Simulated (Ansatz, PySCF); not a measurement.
Molecule: propene, C3H6 (charge 0, singlet). 
Structure (B3LYP-D3(BJ)/def2-TZVP (Ansatz, a quantum-chemistry and plane-wave program) minimum search):
SMILES: C=CC
```xyz
9

C      1.2882     0.1370     0.0119
C      0.0047     0.4726     0.0011
H      1.6023    -0.9010     0.0124
H      2.0710     0.8846     0.0207
H     -0.2612     1.5267     0.0011
C     -1.1384    -0.4921    -0.0114
H     -0.7888    -1.5254    -0.0106
H     -1.7831    -0.3471     0.8604
H     -1.7673    -0.3432    -0.8940
```
Charge 0, spin multiplicity 1.

Total electronic energies in hartree. Cores are frozen in the correlated levels unless marked. No spin-orbit coupling. Non-relativistic. Basis-set limits of correlation are two-point, X^-3; Hartree-Fock from the larger set. The bracket is a focal-point correction in the basis named.

```json
[
 {"level": "HF/cc-pVTZ", "program": "Ansatz", "energy (Eh)": "-117.11649"},
 {"level": "HF-D3(BJ)/def2-TZVPD", "program": "PySCF + dftd3", "energy (Eh)": "-117.16110"},
 {"level": "RI-HF/cc-pVQZ", "program": "Ansatz", "energy (Eh)": "-117.12415"},
 {"level": "PW6B95-D4/def2-TZVPD", "program": "PySCF + dftd4", "energy (Eh)": "?"},
 {"level": "HSE06/def2-TZVPD", "program": "Ansatz", "energy (Eh)": "-117.78919"},
 {"level": "B2PLYP/def2-TZVPD", "program": "Ansatz", "energy (Eh)": "-117.82928"},
 {"level": "MP2/aug-cc-pVDZ", "program": "Ansatz", "energy (Eh)": "-117.51915"},
 {"level": "SCS-MP2/cc-pVTZ", "program": "Ansatz", "energy (Eh)": "-117.63188"},
 {"level": "RI-MP2/CBS(aug-cc-pVTZ,aug-cc-pVQZ)+[CCSD(T)-MP2]/aug-cc-pVTZ", "program": "Ansatz", "energy (Eh)": "-117.7446"}
]
```

Question: Some entries are withheld; supply them.

Answer: 
- PW6B95-D4/def2-TZVPD, energy (Eh): -118.10331
